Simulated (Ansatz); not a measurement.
Basis-set extrapolation for C₃H₅FO₂, SMILES `CC(O)(F)C=O` (PBE0-D4/def2-TZVP geometry, frozen core, the Gaussian-basis code of Ansatz). Multiplicity 1, RHF reference.

```
                      def2-TZVPP   def2-QZVPP
                 HF  -365.829602  -365.845907
    MP2 correlation    -1.209614    -1.304037
CCSD(T) correlation    -1.281328      not run
```

Energies in hartree. Use E(X) = E(∞) + A·exp(−7.88·√X) for Hartree–Fock and E(X) = E(∞) + B·X^(−2.97) for correlation, with X = 3 and 4, and add CCSD(T) minus MP2 of the smaller set to the MP2 limit.

**Question.** What is the CCSD(T) energy at the basis-set limit?

**Answer.** HF limit: -365.845907 + (-0.016305) × 0.13774 = -365.84815. MP2 limit: -1.304037 + (-0.094423) × 0.74074 = -1.37398. Higher-order term: -1.281328 − (-1.209614) = -0.07171. Total: -367.29384 hartree, 480.2 kJ/mol below CCSD(T)/def2-TZVPP.
